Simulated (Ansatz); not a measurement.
This geometry of C$_{2}$H$_{3}$F$_{3}$ (8 atoms, charge 0, multiplicity 1) is a first-order saddle point.

Computed with RKS PBE0/def2-SVP (Ansatz 0.2.0).

```xyz
8
Properties=species:S:1:pos:R:3
F -0.517 -0.909 1.422
C -0.220 0.210 0.713
C 0.182 -0.136 -0.730
F 0.124 -1.462 -0.918
F 1.451 0.274 -0.951
H 0.629 0.735 1.182
H -1.097 0.879 0.710
H -0.460 0.352 -1.484
```

Q: Which two structures does it join? (They come from a converged band through this point; their orientation in space is the band's.)

A: No bond is made or broken. The dihedral F1–C2–C3–F4 goes from -67 to 60°.

Image 0:

```xyz
8
Properties=species:S:1:pos:R:3
F -1.140 -0.686 1.160
C -0.195 0.188 0.711
C 0.178 -0.154 -0.711
F 0.820 -1.336 -0.754
F 1.013 0.802 -1.173
H 0.710 0.125 1.340
H -0.589 1.217 0.743
H -0.705 -0.213 -1.372
```

Image 6:

```xyz
8
Properties=species:S:1:pos:R:3
F 0.130 -0.769 1.559
C -0.225 0.219 0.694
C 0.196 -0.129 -0.712
F -0.387 -1.279 -1.106
F 1.532 -0.294 -0.774
H 0.260 1.165 0.987
H -1.320 0.357 0.713
H -0.094 0.674 -1.416
```

Q: How far does it lie above each of them?

A: 0.230 eV above the first and 0.160 eV above the second. This is the barrier of this one path; another mechanism may lie lower.

Time of the run: 57 s on 1 thread of Intel(R) Xeon(R) Platinum 8488C (Sapphire Rapids), with other jobs on the host, peak memory 0.26 GiB.
